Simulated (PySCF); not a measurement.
difluoromethane (CH₂F₂), SMILES FCF. Coordinates come from a TPSSh-D3(BJ)/def2-TZVP optimisation.

Computed equilibrium geometry at TPSSh-D3(BJ)/def2-TZVP (PySCF confirms it by a frequency run) as Cartesian coordinates in Å, and its point group:
point group C2v.
```xyz
5

F     -1.1064     0.0000     0.2914
C      0.0000     0.0000    -0.5066
F      1.1064     0.0000     0.2914
H      0.0000     0.9148    -1.1025
H      0.0000    -0.9148    -1.1025
```
